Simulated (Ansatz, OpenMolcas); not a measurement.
**Worked example: vertical ionisation energy of S2 (sulfur dimer)**

S2: 2 atoms, total charge 0, spin state triplet. SMILES: `S=S`. Geometry: the measured bond length.

```jsonl
{"atom": "S", "x (Å)": "0.0000", "y (Å)": "0.0000", "z (Å)": "0.0000"}
{"atom": "S", "x (Å)": "0.0000", "y (Å)": "0.0000", "z (Å)": "1.8892"}
```

Both states at this one shape; open shells run unrestricted unless said. 1 Eh = 27.2114 eV.

```
                                     level     program  triplet S2 (Eh)  doublet [S2]+ (Eh)
                          U-revPBE/cc-pVTZ      Ansatz      -796.264250         -795.918117
                            UBHLYP/cc-pVTZ      Ansatz      -796.400220         -796.042375
                        UCAM-B3LYP/cc-pVTZ      Ansatz      -796.422181         -796.064642
ROCCSD(T)/cc-pVTZ, 10 core orbitals frozen  OpenMolcas      -795.454991         -795.113481
```

Q: Work out the vertical ionisation energy at each level.

A: 
1. U-revPBE/cc-pVTZ: -795.918117 − (-796.264250) = 0.346133 Eh = 9.42 eV.
2. UBHLYP/cc-pVTZ: -796.042375 − (-796.400220) = 0.357845 Eh = 9.74 eV.
3. UCAM-B3LYP/cc-pVTZ: -796.064642 − (-796.422181) = 0.357539 Eh = 9.73 eV.
4. ROCCSD(T)/cc-pVTZ: -795.113481 − (-795.454991) = 0.341510 Eh = 9.29 eV.

No measured value is set beside it here; the levels span 9.29 to 9.74 eV.
